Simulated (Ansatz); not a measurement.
## A basis-limit estimate, worked out

The pair of H₂O (SMILES O, atoms 1–3) and CH₄S (SMILES CS, atoms 4–9), both closed shells, in one local arrangement (a lower one may exist), relaxed at PBE0-D4/def2-TZVP:

O1  (0.182, 0.079, -2.368)
H2  (0.607, 0.817, -2.810)
H3  (-0.558, -0.163, -2.929)
C4  (0.127, -0.368, 1.743)
S5  (-0.850, 0.896, 0.900)
H6  (-0.164, -1.369, 1.429)
H7  (-0.079, -0.263, 2.809)
H8  (1.194, -0.221, 1.578)
H9  (-0.458, 0.592, -0.352)
(Å)

Both fragments are computed in the basis of the whole pair.

Program: Ansatz 0.2.0. Basis: def2-TZVPPD and def2-QZVPPD. Cores are frozen in the correlated methods.

Energies in eV:

| quantity | pair | first fragment | second fragment |
| --- | --- | --- | --- |
| Hartree–Fock, triple zeta (X = 3) | -13981.68911 | -2069.79943 | -11911.86651 |
| Hartree–Fock, quadruple zeta (X = 4) | -13982.12620 | -2069.88600 | -11912.21721 |
| MP2 correlation, X = 3 | -17.19458 | -7.17922 | -9.94802 |
| MP2 correlation, X = 4 | -18.43190 | -7.71360 | -10.64335 |
| CCSD(T) correlation, X = 3 | -18.91174 | -7.54552 | -11.30606 |

(1) Work out the interaction energy at the basis limit: extrapolate Hartree–Fock as E(X) = E∞ + A exp(−7.88 √X) and the MP2 correlation as E(X) = E∞ + B X^−2.97 (the exponents that Neese and Valeev fitted for def2-TZVPP and QZVPP, reused here for the diffuse sets), then add CCSD(T) − MP2 in triple zeta.

No T1 diagnostic of these runs exceeds 0.011.

Results:

(1) Each step is linear, so take the differences first (pair − first fragment − second fragment): Hartree–Fock -0.02317 (X = 3) and -0.02299 (X = 4); MP2 correlation -0.06734 and -0.07495; CCSD(T) correlation -0.06016.
Two points give E∞ = E(4) + w [E(4) − E(3)], with w = 1/(exp(7.88 (2 − √3)) − 1) = 0.1377 for Hartree–Fock and w = 1/((4/3)^2.97 − 1) = 0.7407 for the correlation.
Hartree–Fock: -0.02299 + 0.1377 × 0.00018 = -0.0230 eV.
MP2 correlation: -0.07495 + 0.7407 × (-0.00761) = -0.0806 eV.
CCSD(T) − MP2: -0.06016 − (-0.06734) = 0.0072 eV.
Sum: -0.0230 + (-0.0806) + 0.0072 = -0.0964 eV, or -2.22 kcal/mol. Plain CCSD(T) in triple zeta gives -0.0833 eV, so the larger basis shifts the result by -0.0131 eV.

For scale, one of the runs: CCSD(T)/def2-TZVPPD, 230 basis functions, launched by `ansatz run in.yaml --threads 4 --pin off --events-out ev --progress --plain --max-ram 9574MiB`. The run took 47 s on 4 CPU threads of an Arm Neoverse V1 (shared host), with 3.9 GiB of host memory at its peak.
